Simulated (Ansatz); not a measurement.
For 1T (CdI2-type) PtS2, PBE-D3(BJ) (PAW; Ansatz, a quantum-chemistry and plane-wave program) gives:

| Property | Result |
|---|---|
| equilibrium lattice constant a | 3.583 Å |
| lattice parameter c | 4.663 Å |
| bulk modulus B0 | 39.3 GPa |
| band gap | 0.00 eV |

### Question
What does r²SCAN-D4 in Ansatz (PAW) give for the same quantities?

### Answer

- lattice constant a: 3.551 Å (falls by 0.9 %)
- lattice parameter c: 5.200 Å (goes up by 12 %)
- bulk modulus: 21.8 GPa (drops by 45 %)
- band gap: 1.00 eV (grows by 1.00 eV)

For comparison: lattice constant a 3.542 Å (measured, temperature not stated, not corrected to a static lattice; as tabulated in Björkman (2014), arXiv:1406.2436); lattice parameter c 5.036 Å (measured, temperature not stated, zero-point anharmonic expansion removed (computed with revB86b-DF2); no thermal correction; as tabulated in Björkman (2014), arXiv:1406.2436); band gap 0.7 eV (measured, temperature not stated, no zero-point or thermal correction, bulk, cited; as tabulated in Two-dimensional noble-metal chalcogenides and phosphochalcogenides, Angew. …).

Changes are worked out from the printed values.

Unless a cell is named, each level is at its own relaxed cell (PBE-D3(BJ) 17.28, r²SCAN-D4 18.93 Å³/atom).

Levels without +SOC leave out spin–orbit coupling, which shifts energies and cells of such heavy elements.

Spin–orbit coupling is included only where a level's name says +SOC; with heavier elements it mostly lowers gaps and can invert bands. A gap of zero means that the bands touch or overlap. Density-functional gaps are differences of (generalised) Kohn–Sham levels.

Ansatz's density-functional and Hartree–Fock values are scalar-relativistic unless marked +SOC, with PAW data made under PBE.
